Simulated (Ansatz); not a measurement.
# fcc against bcc along group 11 and 12

Theory: DFT, BLYP, plane waves (420 eV) with PAW, scalar-relativistic in Ansatz 0.2.0. The PAW files were generated under PBE, with cores re-solved for the functional.

Each structure is relaxed within its symmetry, in the lowest magnetic state of the tried starts. Differences under about 8 meV lie within the error of the k-point mesh.

| element | E(fcc) − E(bcc) (meV/atom) | V(fcc) (Å³/atom) | V(bcc) (Å³/atom) | state of fcc | state of bcc |
| --- | --- | --- | --- | --- | --- |
| Cu | -34 | 12.68 | 12.76 | spin not included | spin not included |
| Ag | -22 | 19.30 | 19.50 | spin not included | spin not included |
| Au | -11 | 19.46 | 19.55 | spin not included | spin not included |
| Zn | -49 | 16.76 | 17.39 | spin not included | spin not included |
| Cd | -16 | 26.46 | 28.51 | spin not included | spin not included |
